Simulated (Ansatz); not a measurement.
Born–Oppenheimer molecular dynamics of AlH3 (4 atoms, charge 0, multiplicity 1). It starts from a relaxed structure.

Computed with RKS r2SCAN-D4/def2-TZVP in Ansatz 0.2.0.

* ensemble: NVT, Langevin thermostat
* time step: 0.5 fs
* steps asked: 250
* set temperature: 300 K
* friction: 0.001 /fs
* seed: 696235

First frame:

```xyz
4
Properties=species:S:1:pos:R:3
Al 0.000 0.000 0.000
H 0.000 0.000 1.584
H 1.372 0.000 -0.792
H -1.372 0.000 -0.792
```

Q: How far do the bonds stretch over the last three quarters of this one trajectory? (Pairs bonded in most of those frames.)

A: 
```tsv
bond	mean (Å)	spread (Å)	shortest	longest
Al1–H2	1.586	0.005	1.58	1.59
Al1–H3	1.589	0.024	1.55	1.63
Al1–H4	1.587	0.009	1.57	1.61
```

Mean temperature of the second half: 123 K. The mean temperature of the second half is 59 % below the set value. A run of 0.12 ps of so small a system gives no equilibrium averages.

Time of the run: 110 s on 2 threads of Arm Neoverse V2 (shared host), peak memory 0.093 GiB.
